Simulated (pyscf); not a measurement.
`[OH2]` + `[NH2][Si]([OH])([F])[F]` → `[OH][Si]([OH])([F])[F]` + `[NH3]` (four-centre exchange; singlet surface; H–O, N–Si broken, O–Si, H–N formed). Single points on ωB97X-D3(BJ)/def2-SVP structures (PySCF, gas phase). Energies in kcal/mol from the separated reactants.

```json
[
 {"level": "ωB97X-D3(BJ)/def2-TZVP", "barrier": "13.4", "reaction energy": "-9.5"},
 {"level": "PBE/def2-TZVP", "barrier": "9.9", "reaction energy": "-10.0"},
 {"level": "r²SCAN/def2-TZVP", "barrier": "10.3", "reaction energy": "-10.8"},
 {"level": "B3LYP-D3(BJ)/def2-TZVP", "barrier": "14.4", "reaction energy": "-10.1"},
 {"level": "PBE0-D3(BJ)/def2-TZVP", "barrier": "11.0", "reaction energy": "-9.5"},
 {"level": "ωB97M-D3(BJ)/def2-TZVP", "barrier": "13.7", "reaction energy": "-9.9"}
]
```

The functionals in the table span 4.5 kcal/mol in this barrier, from PBE to B3LYP-D3(BJ). On the reactant side the descent ends in a complex, 5.3 kcal/mol under the separated species and 18.7 kcal/mol under the saddle at ωB97X-D3(BJ)/def2-TZVP. On the product side the descent ends in an adduct with a N–Si contact, 13.1 kcal/mol under the separated species and 36.0 kcal/mol under the saddle at ωB97X-D3(BJ)/def2-TZVP. What is counted as broken (N–Si) persists as a longer contact in the product adduct; parting that adduct is a step of its own. One saddle was located; it need not be the lowest between these sides.
